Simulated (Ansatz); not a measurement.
# ClFHSi: the cost of one run

Method: single points in def2-TZVPP; program: Ansatz 0.2.0, Gaussian basis.

Cores are frozen in the correlated methods. Orbitals are unrestricted.

## 1. The system as given

SMILES `F[SiH]Cl`, 4 atoms, charge 0, spin multiplicity 2.

Atoms are counted from 1 here; the program's logs count them from 0.

Bond lengths: F1–Si2 1.609 Å, Si2–Cl3 2.104 Å, Si2–H4 1.569 Å. Angles: F1–Si2–Cl3 94.8°, F1–Si2–H4 105.8°, Cl3–Si2–H4 101.6°.

Coordinates:

```xyz
4
charge 0, multiplicity 2
F    -0.8585   -0.3563    1.0763
Si   -0.2867   -0.2181   -0.4217
Cl    1.7181   -0.5491    0.1253
H    -0.2774    1.3199   -0.7344
```

## 2. PBE-D4/def2-TZVPP

File run/in.yaml:

```yaml
crystal:
  periodic: [false, false, false]
  atoms:
    - {symbol: F, position_ang: [-0.858507, -0.356282, 1.076331]}
    - {symbol: Si, position_ang: [-0.286725, -0.218058, -0.421736]}
    - {symbol: Cl, position_ang: [1.718092, -0.549142, 0.125321]}
    - {symbol: H, position_ang: [-0.277362, 1.319926, -0.734362]}
basis:
  gaussian: {orbitals: def2-TZVPP}
magnetization: {spin_polarized: true, initial_magnetization: 1}
hamiltonian: {xc: pbe, dispersion: d4}
output: {forces: true}
```

On the command line:

```
ansatz run in.yaml --threads 2 --pin off --events-out ev --progress --plain --max-ram 3481MiB
```

What time and memory should one allow on 2 threads of Arm Neoverse V2, shared host?

About 1.5 s, with a peak of 0.15 GiB.
